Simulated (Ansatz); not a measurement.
Consider the formal hydrolysis of a C–C bond: `C=CC(O)Cl` + H₂O → `OC(O)Cl` + `C=C`.

Program: Ansatz. Geometries: PBE0-D4/def2-TZVP. ΔE: electronic, gas phase. CBS: MP2 limit from def2 TZ/QZ plus the TZ coupled-cluster correction, frozen cores. This one scheme is used for every species. DFT in def2-TZVPP. HSE06 is defined as in plane-wave codes. Each species was taken in one conformer, which may not be the lowest.

| level | ΔE (kJ/mol) | difference from CCSD(T)/CBS |
| --- | --- | --- |
| LDA (SPW92) | 24.4 | -6.2 |
| PBE-D4 | 24.2 | -6.4 |
| revPBE-D4 | 26.6 | -4.0 |
| BLYP-D4 | 22.4 | -8.2 |
| r2SCAN0-D4 | 22.2 | -8.4 |
| BHLYP-D4 | 20.8 | -9.8 |
| ωB97X-V | 19.3 | -11.3 |
| ωB97M-V | 21.3 | -9.3 |
| B2PLYP | 20.5 | -10.1 |
| PBE-QIDH | 25.6 | -5.0 |
| HSE06 | 20.5 | -10.1 |
| LC-ωPBE | 19.4 | -11.2 |
| CCSD(T)/def2-SVP | 9.5 | -21.1 |
| MP2/def2-TZVPP | 32.7 | 2.1 |
| CCSD(T)/def2-TZVPP | 25.1 | -5.5 |
| HF/def2-QZVPP | 7.7 | -22.9 |
| CCSD(T)/CBS | 30.6 | 0 |

Largest T1 diagnostic among the species: 0.011.

Leaving LDA and LC-ωPBE aside and taking each functional with its dispersion term where it has one, the values, not all of them listed here, spread over 7.7 kJ/mol, from CAM-B3LYP-D4 to revPBE-D4. LDA lies +4.9 kJ/mol from PBE without D4. At CCSD(T), def2-SVP lies −21.1 kJ/mol from the extrapolated value and def2-TZVPP −5.5 kJ/mol.

CCSD(T)/CBS has its own doubt, a few kJ/mol and more with outer-core shells, so smaller differences from it don't rank the levels.
